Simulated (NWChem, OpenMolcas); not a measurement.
## How basis sets differ on C5H6 (2-methyl-1-buten-3-yne)

The species is C5H6 (11 atoms), meant as a singlet with charge 0. SMILES: `C#CC(=C)C`. The shape is that of a PBE0-D4/def2-TZVP optimisation.

Each level gives the dipole moment (D). The values are calculated.

**The experiment to reproduce.** NIST CCCBDB gives the dipole moment of the gas as 0.51 D.

```csv
level,kind,program,value (D),computed − measured,CPU time
HF/STO-3G,Hartree–Fock,NWChem,0.33,-0.18,2.8 s
HF/3-21G,Hartree–Fock,OpenMolcas,0.45,-0.06,3.2 s
HF/6-31G,Hartree–Fock,OpenMolcas,0.43,-0.08,2.2 s
HF/6-31G* (spherical functions),Hartree–Fock,OpenMolcas,0.40,-0.11,4.6 s
HF/6-31G** (spherical functions),Hartree–Fock,OpenMolcas,0.42,-0.09,7.8 s
HF/def2-SVP,Hartree–Fock,NWChem,0.47,-0.04,9.7 s
HF/6-311G**,Hartree–Fock,OpenMolcas,0.50,-0.01,18 s
HF/6-311++G** (RICD fitting),Hartree–Fock,OpenMolcas,0.54,+0.03,7.3 s
"HF/6-311++G(2d,2p) (RICD fitting)",Hartree–Fock,OpenMolcas,0.55,+0.04,15 s
```

Nearest: HF/6-311G** (-0.01 D); farthest: HF/STO-3G (-0.18 D). The measured dipole is a vibrational average, so differences of a few hundredths of a debye mean little. Magnitudes only: a small dipole may point the other way at some levels. Sets without polarisation functions give poor dipoles. Times are those of the runs behind each value, whatever else they computed, on shared processors of several kinds: orders of magnitude only.
